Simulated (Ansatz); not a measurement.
Two isomers of C3H5NO: A = `CC(=N)C=O`, B = `CC1=C(O)N1`.

Isolated molecules relaxed with PBE0-D4/def2-TZVP in Ansatz; ΔE leaves out vibrations. CCSD(T)/CBS adds triple-zeta CCSD(T) − MP2 to the extrapolated MP2 energy (def2 sets, frozen cores). DFT in def2-TZVPP. Each species was taken in one conformer, which may not be the lowest.

**Question.** Which isomer does CCSD(T)/CBS put lower? Give the gap. (Best estimate.)

**Answer.** The calculation gave: A, by 252.7 kJ/mol.

**Question.** Give E(B) − E(A) in kJ/mol with LDA (SPW92), CCSD(T)/def2-SVP, HF/def2-TZVPP, CCSD(T)/def2-TZVPP, CCSD/def2-TZVPP, ωB97M-V, MP2/def2-TZVPP. (Best estimate.)

**Answer.** Ansatz gave: LDA (SPW92) 211.8, CCSD(T)/def2-SVP 281.6, HF/def2-TZVPP 288.4, CCSD(T)/def2-TZVPP 260.5, CCSD/def2-TZVPP 262.7, ωB97M-V 250.8, MP2/def2-TZVPP 249.0. None reverses the order clearly.

**Question.** Does the order hold for the free energy at 298.15 K (harmonic terms from PBE0-D4)? (An estimate is asked.)

**Answer.** Computed: Yes: G(B) − G(A) = +250.7 kJ/mol, for one conformer each.

Largest T1 diagnostic: 0.014.

In def2-TZVPP, CCSD(T) changes the Hartree–Fock value by −27.9 kJ/mol (the triples alone add −2.2 kJ/mol) and MP2 by −39.4 kJ/mol. From BLYP to BHLYP (50 % exact exchange), in def2-TZVPP and without D4, E(B) − E(A) moves by +9.0 kJ/mol.
